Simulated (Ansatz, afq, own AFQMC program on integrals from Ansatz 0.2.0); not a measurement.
## AlSiH, triplet → AlSiH, quintet

```
atom   x (Å)    y (Å)    z (Å)
  Si  0.0000  -0.0360   1.1654
  Al  0.0000  -0.0118  -1.2249
   H  0.0000   1.3177   0.3154
```

Connectivity, by distances: SiH–Al.

E(quintet, charge +0) − E(triplet, charge +0) at this geometry, on UHF and UHF determinants.

Basis cc-pVTZ. Only valence electrons are correlated. Integrals, coupled cluster, full CI and functionals: Ansatz 0.2.0; the random walks run on the same integrals in our own AFQMC program. ph-AFQMC/CISD is guided by a CISD state made of CCSD amplitudes; releasing the constraint for a short imaginary time cuts its bias at the price of noise, slowly where states lie close. ± is one standard error of the sampling. The errors of all members are added in quadrature.

No full CI on the walks' own integrals is used here; CCSDT(Q) serves as the reference and is uncertain by about the last step of the cluster series. Each member takes its own surest rung, up to full CI.

The best estimate is CCSD(T) at the basis-set limit (CBS: def2-TZVPP and def2-QZVPP, with their diffuse functions for anions and beside diffuse sets, CCSD(T) itself extrapolated) plus the step from CCSD(T) to CCSDT(Q) in cc-pVTZ. Rows without CBS are in cc-pVTZ; B2PLYP and the wave-function rows carry a basis error of their own. Core correlation and relativity beyond core potentials are missing, and ± holds the sampling alone.

Cautions: AlSiH (triplet): lower spins were not checked, unrestricted determinant slightly spin contaminated (⟨S²⟩ 2.09 against 2.00), the released energies are still falling, so no released level is given (meV from the phaseless value at times in 1/Eh: -7 ± 4 at 0.24, -14 ± 6 at 0.51, -19 ± 4 at 0.99, -25.2 ± 2.4 at 1.62, -29 ± 4 at 2.40), though the last usable value meets CCSDT(Q) within the noise, its ph-AFQMC/CISD value lies 31 ± 4 meV above CCSDT(Q); AlSiH (quintet): another spin lies lower, unrestricted determinant slightly spin contaminated (⟨S²⟩ 6.06 against 6.00), the released energies are still falling, so no released level is given (meV from the phaseless value at times in 1/Eh: -6 ± 4 at 0.24, -10 ± 3 at 0.51, -14.0 ± 2.0 at 0.99, -18.3 ± 2.3 at 1.62, -23 ± 3 at 2.40), though the last usable value meets CCSDT(Q) within the noise, its ph-AFQMC/CISD value lies 23 ± 5 meV above CCSDT(Q); core correlation is missing, and it shifts such a gap most where an s electron is promoted.

```
level  vertical spin gap (eV)
 CCSD                   3.768
   HF                   2.756
B3LYP                   4.127
```

(1) From these cheaper values, estimate the vertical spin gap at the level of the best estimate.

(1) 3.885 eV (best estimate, highest rung CCSDT(Q)).

```tsv
level	vertical spin gap (eV)	error against the best estimate (eV)
MP2	3.626	-0.259
CCSD(T)	3.853	-0.032
CCSDT	3.862	-0.023
CCSDT(Q)	3.871	-0.014
ph-AFQMC/CISD	3.864 ± 0.006	-0.021 ± 0.006
HF/CBS	2.721	-1.164
MP2/CBS	3.679	-0.206
CCSD(T)/CBS	3.866	-0.019
PBE	3.883	-0.002
r2SCAN	3.609	-0.276
PBE0	3.823	-0.062
wB97M-V	4.334	0.449
B2PLYP	4.064	0.179
```

Correlation beyond CCSD(T) adds 0.019 eV. Going to the basis-set limit adds 0.014 eV at CCSD(T). The perturbative (T) step is worth +0.084 eV.

Best estimates are given only where the step beyond CCSD(T) is under 0.3 eV and no member's determinant is very poor (T1 over 0.05, or 0.07 for open shells, ⟨S²⟩ too high by 0.3, two states mixed), so the hardest cases are missing from such tables.

The functionals ran in a triple-zeta set and keep a basis error of their own, a few kJ/mol for each bond in atomization energies and more for double hybrids, so close places among them and the extrapolated levels can swap.

CCSDT and higher add their correlation energy to the determinant of the CCSD(T) run, since their own runs factorise the integrals more tightly (a shift of under 2 meV). Each member of a difference takes its own highest rung, so a best estimate needn't equal the limit plus the step of one row. A walk keeps the symmetry of its determinant, which the program's search chose and which needn't be the lowest solution, so a lower state of the same spin and another symmetry isn't excluded.
